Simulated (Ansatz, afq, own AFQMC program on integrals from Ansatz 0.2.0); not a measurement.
**BN₂H (triplet): AFQMC on the coupled-cluster ladder at scale of all distances = 1.000, cc-pVDZ**

Aim: compute BN₂H (triplet) with auxiliary-field quantum Monte Carlo on the same integrals as coupled cluster, and set the energies side by side.

Method: cc-pVDZ, frozen cores; program: Ansatz 0.2.0, Gaussian basis, and an in-house AFQMC program (afq) on its integrals; all values are calculated.

To be run: PBE (unrestricted); r2SCAN (unrestricted); PBE0 (unrestricted); B3LYP (unrestricted); wB97M-V (unrestricted); B2PLYP (unrestricted); CCSD(T) on UHF; CCSDT(Q) on UHF; Phaseless AFQMC, CISD trial on UHF; Phaseless AFQMC, single-determinant trial on UHF.

4 further runs of the same task are left out: 1 for a known fault of the program, 3 that didn't finish.

## 1. What is computed

The geometry derives from a PBE0/def2-TZVP stationary point (not a proven minimum). All distances are scaled together.

4 atoms, charge 0, spin multiplicity 3.

Atoms are counted from 1 here; the program's logs count them from 0.

Bond lengths: B1–N2 1.399 Å, B1–N3 1.252 Å, N3–H4 0.993 Å. Angles: N2–B1–N3 180.0°, B1–N3–H4 180.0°.

## 2. PBE (unrestricted)

File in.yaml:

```yaml
crystal:
  periodic: [false, false, false]
  atoms:
    - {symbol: B, position_ang: [0.000000, 0.000000, -0.524525]}
    - {symbol: N, position_ang: [0.000000, 0.000000, -1.923525]}
    - {symbol: N, position_ang: [0.000000, 0.000000, 0.727375]}
    - {symbol: H, position_ang: [0.000000, 0.000000, 1.720675]}
basis:
  gaussian: {orbitals: cc-pVDZ}
magnetization: {spin_polarized: true, initial_magnetization: 2}
hamiltonian: {xc: {name: PBE}}
output: {orbitals: {seedname: orbitals}}
```

On the command line:

```
$ ansatz run in.yaml --threads 1 --pin off --events-out ev --progress --plain --max-ram 8192MiB --backend cpu
```

Output:

```text
Functional definition: PBE
  name "PBE"
  cite "Perdew, Burke & Ernzerhof, Phys. Rev. Lett. 77, 3865 (1996) doi:10.1103/PhysRevLett.77.3865"
  parent pbe
  parameter kappa = 0.804
  parameter beta = 0.06672455060314922
  exchange = pbe_x(kappa = kappa, mu = beta*pi^2/3)
  correlation = pbe_c(beta = beta)
608 factors; their error is unknown
mean field evaluation 1: about -3658.5231 eV, gradient 4.1e1 eV
mean field evaluation 2: about -3612.4179 eV, gradient 9.1e1 eV
mean field evaluation 4: about -3665.3239 eV, gradient 5.1e0 eV
mean field evaluation 8: about -3665.4771 eV, gradient 3.2e-2 eV
mean field evaluation 16: about -3665.4548 eV, gradient 7.6e-6 eV
mean field -3665.45477299 eV, -134.7029783730 hartree, gradient 7.6e-6 eV, S^2 2.017424; 0 other end points of the search recorded, 0 dependent functions left out
reference -3665.45479959 eV, -134.7029793503 hartree; 11, 9 occupied and 36, 38 virtual orbitals, 608 factors
Total energy: -3665.45479959 eV, -134.7029793503 hartree
```

It took 0.6 s on 1 thread of AMD EPYC 7R13 (Zen 3), shared host; peak memory 0.72 GiB.

From the report: ⟨S²⟩ of the determinant 2.017 (pure triplet: 2.00).

## 3. r2SCAN (unrestricted)

Edit in.yaml of step 2 so:

```diff
@@ -10,3 +10,2 @@
 magnetization: {spin_polarized: true, initial_magnetization: 2}
-hamiltonian: {xc: {name: PBE}}
-output: {orbitals: {seedname: orbitals}}
+hamiltonian: {xc: {name: r2SCAN}}
```

Same command.

Output:

```text
Functional definition: r2SCAN
  name "r2SCAN"
  cite "Furness, Kaplan, Ning, Perdew & Sun, J. Phys. Chem. Lett. 11, 8208 (2020) doi:10.1021/acs.jpclett.0c02405"
  cite "Furness, Kaplan, Ning, Perdew & Sun, J. Phys. Chem. Lett. 11, 9248 (2020) doi:10.1021/acs.jpclett.0c03077"
  parent r2scan
  parameter k0 = 0.174
  parameter k1 = 0.065
  parameter a1 = 4.9479
  exchange = r2scan_x(k0 = k0, k1 = k1, a1 = a1)
  correlation = r2scan_c
608 factors; their error is unknown
mean field evaluation 1: about -3662.3651 eV, gradient 3.7e1 eV
mean field evaluation 2: about -3628.7795 eV, gradient 8.1e1 eV
mean field evaluation 4: about -3667.9698 eV, gradient 3.6e0 eV
mean field evaluation 8: about -3668.0630 eV, gradient 6.1e-2 eV
mean field evaluation 16: about -3668.0448 eV, gradient 1.4e-5 eV
mean field -3668.04482169 eV, -134.7981609069 hartree, gradient 1.5e-5 eV, S^2 2.039296; 0 other end points of the search recorded, 0 dependent functions left out
reference -3668.04482999 eV, -134.7981612120 hartree; 11, 9 occupied and 36, 38 virtual orbitals, 608 factors
Total energy: -3668.04482999 eV, -134.7981612120 hartree
```

It took 1.5 s on 1 thread of AMD EPYC 7R13 (Zen 3), shared host; peak memory 0.72 GiB.

From the report: ⟨S²⟩ of the determinant 2.039 (pure triplet: 2.00).

## 4. PBE0 (unrestricted)

Edit in.yaml of step 3 so:

```diff
@@ -10,2 +10,3 @@
 magnetization: {spin_polarized: true, initial_magnetization: 2}
-hamiltonian: {xc: {name: r2SCAN}}
+hamiltonian: {xc: {name: PBE0}}
+output: {orbitals: {seedname: orbitals}}
```

Launched as before.

Output:

```text
Functional definition: PBE0
  name "PBE0"
  cite "Adamo & Barone, J. Chem. Phys. 110, 6158 (1999) doi:10.1063/1.478522"
  cite "Perdew, Burke & Ernzerhof, Phys. Rev. Lett. 77, 3865 (1996) doi:10.1103/PhysRevLett.77.3865"
  parent pbe
  parameter a = 0.25
  parameter kappa = 0.804
  parameter beta = 0.06672455060314922
  exchange = (1 - a)*pbe_x(kappa = kappa, mu = beta*pi^2/3) + a*exact_x
  correlation = pbe_c(beta = beta)
449 factors; integrals over basis functions are off by at most 1.2e-3 eV
mean field evaluation 1: about -3661.0070 eV, gradient 3.3e1 eV
mean field evaluation 2: about -3644.0936 eV, gradient 6.4e1 eV
mean field evaluation 4: about -3665.4355 eV, gradient 2.5e0 eV
mean field evaluation 8: about -3665.5835 eV, gradient 6.5e-1 eV
mean field evaluation 16: about -3665.5871 eV, gradient 2.6e-4 eV
mean field -3665.58707238 eV, -134.7078402857 hartree, gradient 2.8e-5 eV, S^2 2.036082; 0 other end points of the search recorded, 0 dependent functions left out
reference -3665.58709197 eV, -134.7078410058 hartree; 11, 9 occupied and 36, 38 virtual orbitals, 449 factors
Total energy: -3665.58709197 eV, -134.7078410058 hartree
```

It took 0.91 s on 1 thread of AMD EPYC 7R13 (Zen 3), shared host; peak memory 0.72 GiB.

From the report: ⟨S²⟩ of the determinant 2.036 (pure triplet: 2.00).

## 5. B3LYP (unrestricted)

Edit in.yaml of step 4 so:

```diff
@@ -10,3 +10,2 @@
 magnetization: {spin_polarized: true, initial_magnetization: 2}
-hamiltonian: {xc: {name: PBE0}}
-output: {orbitals: {seedname: orbitals}}
+hamiltonian: {xc: {name: B3LYP}}
```

Same command.

Output (excerpt; [...] marks lines left out):

```text
Functional definition: B3LYP
  name "B3LYP"
  cite "Stephens, Devlin, Chabalowski & Frisch, J. Phys. Chem. 98, 11623 (1994) doi:10.1021/j100096a001"
  cite "Becke, Phys. Rev. A 38, 3098 (1988) doi:10.1103/PhysRevA.38.3098"
  cite "Lee, Yang & Parr, Phys. Rev. B 37, 785 (1988) doi:10.1103/PhysRevB.37.785"
  cite "Vosko, Wilk & Nusair, Can. J. Phys. 58, 1200 (1980) doi:10.1139/p80-159"
[...]
449 factors; integrals over basis functions are off by at most 1.2e-3 eV
[...]
mean field -3670.13089622 eV, -134.8748227320 hartree, gradient 6.9e-5 eV, S^2 2.030487; 0 other end points of the search recorded, 0 dependent functions left out
reference -3670.13107968 eV, -134.8748294742 hartree; 11, 9 occupied and 36, 38 virtual orbitals, 449 factors
Total energy: -3670.13107968 eV, -134.8748294742 hartree
```

It took 0.88 s on 1 thread of AMD EPYC 7R13 (Zen 3), shared host; peak memory 0.72 GiB.

From the report: ⟨S²⟩ of the determinant 2.030 (pure triplet: 2.00).

## 6. wB97M-V (unrestricted)

Edit in.yaml of step 5 so:

```diff
@@ -10,2 +10,3 @@
 magnetization: {spin_polarized: true, initial_magnetization: 2}
-hamiltonian: {xc: {name: B3LYP}}
+hamiltonian: {xc: {name: wB97M-V}}
+output: {orbitals: {seedname: orbitals}}
```

Same command.

Output (excerpt; [...] marks lines left out):

```text
Functional definition: wB97M-V
  name "wB97M-V"
  cite "Mardirossian & Head-Gordon, J. Chem. Phys. 144, 214110 (2016) doi:10.1063/1.4952647"
  cite "Becke, J. Chem. Phys. 107, 8554 (1997) doi:10.1063/1.475007"
  cite "Vydrov & Van Voorhis, J. Chem. Phys. 133, 244103 (2010) doi:10.1063/1.3521275"
  # Of w^i u^j: cxij and so on, Table III.
[...]
  gx(w, u) = 1 - cx + cx01*u + cx10*w
  gss(w, u) = css00 + css04*u^4 + css10*w + css20*w^2 + css43*w^4*u^3
  gos(w, u) = cos00 + cos10*w + (cos20 + cos21*u)*w^2 + (cos60 + cos61*u)*w^6
[...]
      + integral(e_c_pw_mod_opposite_spin*gos(b97_w_opposite, b97_u_opposite)) + vv10(b, c)
449 factors; integrals over basis functions are off by at most 1.2e-3 eV
125 factors; integrals over basis functions are off by at most 1.1e-5 eV
[...]
mean field -3668.75558959 eV, -134.8242811454 hartree, gradient 1.8e-5 eV, S^2 2.030428; 0 other end points of the search recorded, 0 dependent functions left out
reference -3668.75561877 eV, -134.8242822178 hartree; 11, 9 occupied and 36, 38 virtual orbitals, 449 factors
Total energy: -3668.75561877 eV, -134.8242822178 hartree
```

Wall time 3 s (1 thread of AMD EPYC 7R13 (Zen 3), shared host); peak memory 0.72 GiB.

From the report: ⟨S²⟩ of the determinant 2.030 (pure triplet: 2.00).

## 7. B2PLYP (unrestricted)

Edit in.yaml of step 6 so:

```diff
@@ -10,3 +10,3 @@
 magnetization: {spin_polarized: true, initial_magnetization: 2}
-hamiltonian: {xc: {name: wB97M-V}}
-output: {orbitals: {seedname: orbitals}}
+hamiltonian: {xc: {name: B2PLYP}}
+correlation: {electrons: outside_noble_gas}
```

Launched as before.

Output (excerpt; [...] marks lines left out):

```text
Functional definition: B2PLYP
  name "B2PLYP"
  cite "Grimme, J. Chem. Phys. 124, 034108 (2006) doi:10.1063/1.2148954"
  cite "Becke, Phys. Rev. A 38, 3098 (1988) doi:10.1103/PhysRevA.38.3098"
  cite "Lee, Yang & Parr, Phys. Rev. B 37, 785 (1988) doi:10.1103/PhysRevB.37.785"
[...]
449 factors; integrals over basis functions are off by at most 1.2e-3 eV
[...]
mean field -3663.31959072 eV, -134.6245118718 hartree, gradient 4.1e-6 eV, S^2 2.058464; 0 other end points of the search recorded, 0 dependent functions left out
3 core orbitals not correlated: weight in the atoms' cores, before any rotation towards them, 1.000 or more for the frozen orbitals, at most 0.000 for the correlated occupied ones
reference -3663.31970553 eV, -134.6245160911 hartree; 8, 6 occupied and 36, 38 virtual orbitals, 449 factors
second order -11.57193502 eV of doubles, -0.00000000 eV of singles
Total energy: -3666.44412799 eV, -134.7393364986 hartree
```

Wall time 1.1 s (1 thread of AMD EPYC 7R13 (Zen 3), shared host); peak memory 0.72 GiB.

From the report: ⟨S²⟩ of the determinant 2.058 (pure triplet: 2.00).

## 8. CCSD(T) on UHF

Edit in.yaml of step 7 so:

```diff
@@ -10,3 +10,2 @@
 magnetization: {spin_polarized: true, initial_magnetization: 2}
-hamiltonian: {xc: {name: B2PLYP}}
-correlation: {electrons: outside_noble_gas}
+correlation: {method: ccsd_t, electrons: outside_noble_gas, hamiltonian_folder: ham}
```

On the command line:

```
$ ansatz run in.yaml --threads 1 --pin off --events-out ev --progress --plain --max-ram 24576MiB --backend cuda --devices 0, --max-vram 18GiB
```

Output (excerpt; [...] marks lines left out):

```text
Functional definition: HF
  name "HF"
  cite "Fock, Z. Phys. 61, 126 (1930) doi:10.1007/BF01340294"
  parent pbe
[...]
449 factors; integrals over basis functions are off by at most 1.2e-3 eV
[...]
mean field -3649.92443896 eV, -134.1322491241 hartree, gradient 2.5e-6 eV, S^2 2.112751; 2 other end points of the search recorded, 0 dependent functions left out
determinant -3649.92443896 eV, -134.1322491241 hartree, with singles and doubles -3659.75347118 eV, -134.4934593957 hartree
determinant -3647.22925433 eV, -134.0332029160 hartree, with singles and doubles -3657.06211833 eV, -134.3945540030 hartree
determinant -3646.96543212 eV, -134.0235076286 hartree, with singles and doubles -3656.49566381 eV, -134.3737371834 hartree
3 core orbitals not correlated: weight in the atoms' cores, before any rotation towards them, 1.000 or more for the frozen orbitals, at most 0.000 for the correlated occupied ones
reference -3649.92443896 eV, -134.1322491241 hartree; 8, 6 occupied and 36, 38 virtual orbitals, 449 factors
second order -8.98685941 eV of doubles, -0.00000000 eV of singles
cycle   1  -9.82998410 eV  change   -9.5e-4 eV  update   3.1e-3
[...]
cycle   8  -9.83326751 eV  change    1.6e-5 eV  update   5.5e-6
perturbative correction -0.35780109 eV, -0.0131489475 hartree
Total energy: -3660.11550755 eV, -134.5067639872 hartree
```

Run time: 15 s. Hardware: 1 × NVIDIA H100 80GB HBM3 with 1 thread of AMD EPYC 7R13 (Zen 3), shared host; peak host memory 0.77 GiB.

From the report: ⟨S²⟩ of the determinant 2.113 (pure triplet: 2.00); correlation -10.1911 eV; T1 0.030; largest double amplitude 0.07.

This run also writes the integrals to the folder ham.

## 9. CCSDT(Q) on UHF

Edit in.yaml of step 8 so:

```diff
@@ -10,2 +10,2 @@
 magnetization: {spin_polarized: true, initial_magnetization: 2}
-correlation: {method: ccsd_t, electrons: outside_noble_gas, hamiltonian_folder: ham}
+correlation: {method: ccsdt_q, electrons: outside_noble_gas}
```

Same command.

Output (excerpt; [...] marks lines left out):

```text
Functional definition: HF
  name "HF"
  cite "Fock, Z. Phys. 61, 126 (1930) doi:10.1007/BF01340294"
  parent pbe
[...]
833 factors; integrals over basis functions are off by at most 2.2e-7 eV
[...]
mean field -3649.92446607 eV, -134.1322501205 hartree, gradient 6.9e-6 eV, S^2 2.112750; 2 other end points of the search recorded, 0 dependent functions left out
determinant -3649.92446607 eV, -134.1322501205 hartree, with singles and doubles -3659.75348693 eV, -134.4934599748 hartree
determinant -3647.22928583 eV, -134.0332040736 hartree, with singles and doubles -3657.06213834 eV, -134.3945547382 hartree
determinant -3646.96546068 eV, -134.0235086781 hartree, with singles and doubles -3656.49568242 eV, -134.3737378670 hartree
3 core orbitals not correlated: weight in the atoms' cores, before any rotation towards them, 1.000 or more for the frozen orbitals, at most 0.000 for the correlated occupied ones
reference -3649.92446607 eV, -134.1322501205 hartree; 8, 6 occupied and 36, 38 virtual orbitals, 833 factors
second order -8.98686455 eV of doubles, -0.00000000 eV of singles
cycle   1  -9.34782434 eV  change   -3.6e-1 eV  update   1.1e-1
[...]
cycle  20  -10.23582606 eV  change   -4.3e-7 eV  update   3.7e-7
perturbative correction -0.04091943 eV, -0.0015037615 hartree
Total energy: -3660.20121157 eV, -134.5099135515 hartree
```

Wall time 20 s (1 × NVIDIA H100 80GB HBM3 with 1 thread of AMD EPYC 7R13 (Zen 3), shared host); peak host memory 0.83 GiB.

From the report: ⟨S²⟩ of the determinant 2.113 (pure triplet: 2.00); correlation -10.2767 eV; T1 0.033; largest double amplitude 0.09.

## 10. Phaseless AFQMC, CISD trial on UHF

It reads the integrals that the CCSD(T) run on this determinant wrote.

On the command line:

```
$ afq ham --method phaseless --trial cisd --walkers 4000 --populations 20 --least-time 60 --time-step 0.005 --steps-per-block 50 --equilibration-blocks 28 --max-blocks 4000 --target-error 0.00022 --factor-cut 1e-05 --start spin_pure --seed 9297 --release-times 0.24,0.51,0.99,1.62,2.4 --release-step 0.03 --release-every 3 --taylor-order 6
```

Output:

```text
orbitals 44  electrons 8 6  factors 340 of 449
reference energy -134.13224912 Eh
CCSD correlation -0.36136597 Eh in 15 cycles, weight of the determinant in the CISD state 0.8489
energy of the start -134.486378 Eh
 block  time / (1/Eh)  mean weight  energy / Eh
     1     0.250  0.9994  -134.485413
     2     0.500  0.9999  -134.492641
     3     0.750  0.9994  -134.498047
     4     1.000  1.0001  -134.502309
     5     1.250  0.9998  -134.503945
     6     1.500  1.0001  -134.505797
     7     1.750  0.9996  -134.506404
     8     2.000  1.0001  -134.504945
     9     2.250  1.0003  -134.505934
    10     2.500  1.0001  -134.507386
    13     3.250  0.9997  -134.506322
    16     4.000  0.9999  -134.507869
    19     4.750  0.9995  -134.509967
    22     5.500  1.0001  -134.508869
    25     6.250  0.9998  -134.510523
    28     7.000  1.0003  -134.510272
    31     7.750  0.9998  -134.508693
    34     8.500  1.0001  -134.511120
    37     9.250  1.0000  -134.509926
    40    10.000  1.0000  -134.507838
    43    10.750  1.0003  -134.509352
    46    11.500  1.0002  -134.508935
    49    12.250  0.9995  -134.508917
    52    13.000  1.0001  -134.508600
    55    13.750  1.0001  -134.508526
    58    14.500  1.0000  -134.507791
    61    15.250  1.0002  -134.507973
    64    16.000  1.0000  -134.508670
    67    16.750  1.0003  -134.508780
    70    17.500  1.0000  -134.508997
    73    18.250  0.9999  -134.510599
    76    19.000  1.0000  -134.509098
    79    19.750  1.0000  -134.509604
    82    20.500  0.9996  -134.505623
    85    21.250  0.9998  -134.508459
    88    22.000  1.0003  -134.508392
    91    22.750  1.0004  -134.508836
    94    23.500  0.9999  -134.507073
    97    24.250  0.9996  -134.509130
   100    25.000  1.0001  -134.508301
   103    25.750  0.9998  -134.507007
   106    26.500  1.0005  -134.507969
   109    27.250  0.9998  -134.506169
   112    28.000  0.9997  -134.507135
   115    28.750  1.0000  -134.508307
   118    29.500  1.0002  -134.508356
   121    30.250  0.9999  -134.507830
   124    31.000  1.0003  -134.506884
   127    31.750  1.0001  -134.506160
error from the spread of 20 populations
released: time / (1/Eh)  energy / Eh  error  mean overlap
  0.24  -134.509580  0.000865  1.0008
  0.51  -134.509022  0.000173  0.9994
  0.99  -134.509242  0.000188  1.0002
  1.62  -134.509280  0.000218  1.0018
  2.40  -134.509481  0.000354  1.0044
energy -134.508242 +/- 0.000219 Eh
```

It took 1.7 min on 1 × NVIDIA H100 80GB HBM3 with 2 threads of AMD EPYC 7R13 (Zen 3), shared host; peak host memory 1.5 GiB.

Energy -3660.1557 ± 0.0060 eV. Caveats: constraint bias not in the error.

## 11. Phaseless AFQMC, single-determinant trial on UHF

It reads the integrals that the CCSD(T) run on this determinant wrote.

On the command line:

```
$ afq ham --method phaseless --trial hf --walkers 4000 --populations 20 --least-time 40 --time-step 0.005 --steps-per-block 20 --equilibration-blocks 112 --max-blocks 4000 --target-error 0.0011 --factor-cut 1e-05 --start spin_pure --seed 76 --taylor-order 6
```

Output:

```text
orbitals 44  electrons 8 6  factors 340 of 449
reference energy -134.13224912 Eh
CCSD correlation -0.36136597 Eh in 15 cycles, weight of the determinant in the CISD state 0.8489
energy of the start -134.135846 Eh
 block  time / (1/Eh)  mean weight  energy / Eh
     1     0.100  1.0021  -134.232909
     2     0.200  1.0026  -134.300790
     3     0.300  1.0029  -134.348795
     4     0.400  1.0033  -134.382866
     5     0.500  1.0023  -134.406698
     6     0.600  1.0015  -134.421732
     7     0.700  1.0011  -134.438740
     8     0.800  1.0011  -134.454465
     9     0.900  1.0008  -134.465691
    10     1.000  1.0009  -134.473352
    13     1.300  1.0006  -134.481325
    19     1.900  1.0000  -134.500176
    25     2.500  0.9996  -134.507801
    31     3.100  1.0001  -134.501271
    37     3.700  1.0000  -134.509290
    43     4.300  1.0002  -134.506170
    49     4.900  1.0000  -134.517331
    55     5.500  0.9995  -134.509699
    61     6.100  1.0007  -134.505830
    67     6.700  1.0000  -134.502730
    73     7.300  1.0004  -134.509197
    79     7.900  1.0000  -134.499797
    85     8.500  0.9997  -134.500192
    91     9.100  0.9999  -134.505225
    97     9.700  0.9999  -134.508138
   103    10.300  1.0003  -134.498719
   109    10.900  1.0001  -134.524102
   115    11.500  0.9998  -134.508070
   121    12.100  1.0002  -134.507246
   127    12.700  0.9997  -134.505390
   133    13.300  1.0000  -134.507787
   139    13.900  0.9998  -134.508021
   145    14.500  1.0001  -134.514644
   151    15.100  0.9994  -134.504274
   157    15.700  0.9998  -134.494126
   163    16.300  1.0001  -134.508937
   169    16.900  1.0000  -134.512912
   175    17.500  1.0000  -134.507520
   181    18.100  0.9999  -134.508102
   187    18.700  1.0001  -134.510674
   193    19.300  1.0004  -134.505269
   199    19.900  0.9998  -134.505943
   205    20.500  0.9999  -134.506391
   211    21.100  1.0000  -134.503620
   217    21.700  0.9998  -134.507399
   223    22.300  0.9994  -134.502297
   229    22.900  0.9999  -134.508871
   235    23.500  1.0003  -134.505371
   241    24.100  1.0005  -134.517674
error from the spread of 20 populations
energy -134.506846 +/- 0.001076 Eh
```

Run time: 26 s. Hardware: 1 × NVIDIA H100 80GB HBM3 with 2 threads of AMD EPYC 7R13 (Zen 3), shared host; peak host memory 1.6 GiB.

Energy -3660.1177 ± 0.0293 eV. Caveats: constraint bias not in the error.

## 12. AFQMC on the ladder

On the UHF determinant, counted from CCSDT(Q) (a yardstick, not exact):

```csv
level,energy (eV),from CCSDT(Q) (kJ/mol),statistical error (kJ/mol),time
HF,-3649.9244,+991.6,,
MP2,-3658.9113,+124.5,,
CCSD,-3659.7577,+42.8,,
CCSD(T),-3660.1155,+8.3,,
CCSDT(Q),-3660.2012,0.0,,
"Phaseless AFQMC, CISD trial, step 0.005, 4000 walkers",-3660.1557,+4.4,0.6,1.7 min
"Phaseless AFQMC, single-determinant trial, step 0.005, 4000 walkers",-3660.1177,+8.1,2.8,26 s
```

The functionals' totals stand on their own zeros and serve differences with other points: PBE -3665.455 eV; r2SCAN -3668.045 eV; PBE0 -3665.587 eV; B3LYP -3670.131 eV; wB97M-V -3668.756 eV; B2PLYP -3666.444 eV.

## 13. Outcome

| quantity | value |
| --- | --- |
| CCSD(T) on UHF from CCSDT(Q) | +8.3 kJ/mol |
| Phaseless AFQMC, CISD trial on UHF from CCSDT(Q) | +4.4 ± 0.6 kJ/mol |
| Phaseless AFQMC, single-determinant trial on UHF from CCSDT(Q) | +8.1 ± 2.8 kJ/mol |

In words: On UHF the phaseless walk with the CISD trial lies +4.4 kJ/mol from CCSDT(Q), 8 times its error bar. Error bars are statistical and leave out the constraint, the time step and what remains of the start.
